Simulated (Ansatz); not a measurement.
Lattice parameter a of some cubic bcc solids

Method: r²SCAN+rVV10 (Ansatz, a first-principles code, PAW). References are measured values corrected to a static lattice.

Values in Å.

| solid | reference | r²SCAN+rVV10 | error (%) |
|---|---|---|---|
| bcc W | 3.16 | 3.161 | +0.03 |
| bcc Rb | 5.576¶ | 5.683 | +1.92 |
| bcc Ba | 4.995¶ | 5.010 | +0.30 |
| bcc K | 5.212¶ | 5.310 | +1.88 |
| antiferromagnetic bcc Cr | 2.877 | 2.944 | +2.33 |
| bcc Li | 3.449¶ | 3.475 | +0.75 |
| bcc Fe | 2.853 | 2.857 | +0.14 |
| bcc Cs | 6.039¶ | 6.169 | +2.15 |
| bcc Mo | 3.141 | 3.144 | +0.10 |
| bcc Ta | 3.299 | 3.296 | -0.09 |
| bcc Na | 4.214 | 4.208 | -0.14 |
| bcc V | 3.021 | 2.975 | -1.52 |
| bcc Nb | 3.294 | 3.295 | +0.03 |

Over these 13 solids the mean error is +0.61 %, the mean absolute error 0.88 % (median 0.30 %), and the worst case antiferromagnetic bcc Cr at +2.33 %; the value is too high in 10 of 13 cases.

All these references are brought to a static lattice.

Spin–orbit coupling is left out, also for the solids with elements from indium on (bcc W, bcc Ba, bcc Cs, bcc Ta); its size isn't shown.

¶ marks references of a special kind: bcc Rb, 5.576 Å (measured, low-temperature or extrapolated to 0 K; zero-point anharmonic expansion removed; as tabulated in Csonka et al. (2009), arXiv:0903.4037); bcc Ba, 4.995 Å (measured, low-temperature or extrapolated to 0 K; zero-point anharmonic expansion removed, our sources range from 4.995 to 5.004; as tabulated in Csonka et al. (2009), arXiv:0903.4037); bcc K, 5.212 Å (measured, low-temperature or extrapolated to 0 K; zero-point anharmonic expansion removed; as tabulated in Csonka et al. (2009), arXiv:0903.4037); bcc Li, 3.449 Å (measured, low-temperature or extrapolated to 0 K; zero-point anharmonic expansion removed, our sources range from 3.443 to 3.453; as tabulated in Csonka et al. (2009), arXiv:0903.4037); bcc Cs, 6.039 Å (measured, low-temperature or extrapolated to 0 K; zero-point anharmonic expansion removed; as tabulated in Csonka et al. (2009), arXiv:0903.4037).

Differences are worked out from the printed values.

Caveats: the commensurate order stands in for chromium's spin-density wave, and the size of the moments varies much between levels (antiferromagnetic bcc Cr). Ansatz's density-functional and Hartree–Fock values are scalar-relativistic unless marked +SOC, with PAW data made under PBE.

Ansatz's runs of these crystals have no spin polarisation, but for antiferromagnetic bcc Cr, bcc Fe. Meta-GGAs and exact exchange favour moments, which can bear on antiferromagnetic bcc Cr, bcc Fe, bcc V.

Density-functional runs with spin start from opposed moments for antiferromagnetic bcc Cr, parallel moments for bcc Fe.

Not in this set, of the bcc solids with a reference value in our tables and a result at some level: 3 for a high-temperature or high-pressure phase. These can be a level's best or worst cases. Solids without a released value at any level aren't counted. Layered and molecular crystals are counted apart. The metals Ce to Yb are counted apart.

References as tabulated in Mejia-Rodriguez and Trickey (2018), arXiv:1807.09216; Csonka et al. (2009), arXiv:0903.4037; Levämäki et al. (2014), arXiv:1402.3671.
